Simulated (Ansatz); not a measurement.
# C3H6FN: up Jacob's ladder to CCSD(T)

One table from this session's results is given with a row withheld; the runs are named, their logs left out.

Method: functionals in def2-TZVPP, the program's frozen cores in correlated methods; program: Ansatz 0.2.0, Gaussian basis.

Plan: PBE-D4, r2SCAN-D4, PBE0-D4, B3LYP-D4, ωB97X-V, ωB97M-V, B2PLYP; CCSD(T)/def2-TZVPP; MP2/def2-QZVPP; extrapolation to the limit.

## Structure used throughout

All runs share one geometry, relaxed beforehand with PBE0-D4 in a triple-zeta def2 set.

11 atoms, charge 0, spin multiplicity 1.

Atoms are counted from 1 here; the program's logs count them from 0.

Bond lengths: N1–C2 1.458 Å, N1–H6 1.012 Å, N1–H7 1.013 Å, C2–C3 1.491 Å, C2–H8 1.098 Å, C2–H9 1.096 Å, C3–C4 1.320 Å, C3–H10 1.085 Å, C4–F5 1.342 Å, C4–H11 1.083 Å. Angles: C2–N1–H6 110.4°, C2–N1–H7 110.0°, H6–N1–H7 107.2°, N1–C2–C3 109.8°, N1–C2–H8 114.5°, N1–C2–H9 107.4°, C3–C2–H8 109.6°, C3–C2–H9 108.6°, H8–C2–H9 106.8°, C2–C3–C4 125.9°, C2–C3–H10 117.2°, C4–C3–H10 116.8°, C3–C4–F5 122.7°, C3–C4–H11 125.3°, F5–C4–H11 112.0°.

The first run:

The input, in.yaml:

```yaml
crystal:
  periodic: [false, false, false]
  atoms:
    - {symbol: N, position_ang: [-0.535672, 1.448965, 0.852937]}
    - {symbol: C, position_ang: [-0.148090, 0.045267, 0.777432]}
    - {symbol: C, position_ang: [0.714949, -0.176344, -0.417757]}
    - {symbol: C, position_ang: [0.536441, -1.102563, -1.341261]}
    - {symbol: F, position_ang: [-0.471253, -1.986962, -1.296020]}
    - {symbol: H, position_ang: [-1.059240, 1.625560, 1.700975]}
    - {symbol: H, position_ang: [-1.138567, 1.684888, 0.074090]}
    - {symbol: H, position_ang: [-0.990239, -0.658314, 0.758001]}
    - {symbol: H, position_ang: [0.434972, -0.182620, 1.677271]}
    - {symbol: H, position_ang: [1.555606, 0.495427, -0.554820]}
    - {symbol: H, position_ang: [1.166493, -1.250104, -2.210247]}
basis:
  gaussian: {orbitals: def2-TZVPP}
hamiltonian: {xc: pbe, dispersion: d4}
output: {forces: true, orbitals: {seedname: orbitals}}
```

Started as:

```sh
$ ansatz run in.yaml --threads 4 --pin off --events-out ev --progress --plain --max-ram 10444MiB
```

Among the steps run: PBE-D4 (GGA); r2SCAN-D4 (meta-GGA); PBE0-D4 (hybrid); B3LYP-D4 (hybrid); ωB97X-V (range-separated); ωB97M-V (range-separated); B2PLYP (double hybrid); CCSD(T) in def2-TZVPP; MP2 in def2-QZVPP.

One of the session's tables, all rows but one given; the rest of the session is left out.

```
            method  atomisation energy (kcal/mol)
            PBE-D4                         1068.2
         r2SCAN-D4                         1035.7
           PBE0-D4                         1043.1
          B3LYP-D4                         1038.1
           ωB97X-V                         1037.1
           ωB97M-V                         1039.1
            B2PLYP                         1026.5
     HF/def2-TZVPP                          734.5
    MP2/def2-TZVPP                         1025.0
   CCSD/def2-TZVPP                          989.6
CCSD(T)/def2-TZVPP                         1006.3
           MP2/CBS                         1052.6
       CCSD(T)/CBS                              ?
```

**Question.** Estimate the row for CCSD(T)/CBS.

As computed: atomisation energy (kcal/mol): 1033.9. In the column «atomisation energy (kcal/mol)» it lies between B2PLYP (1026.5) and r2SCAN-D4 (1035.7).
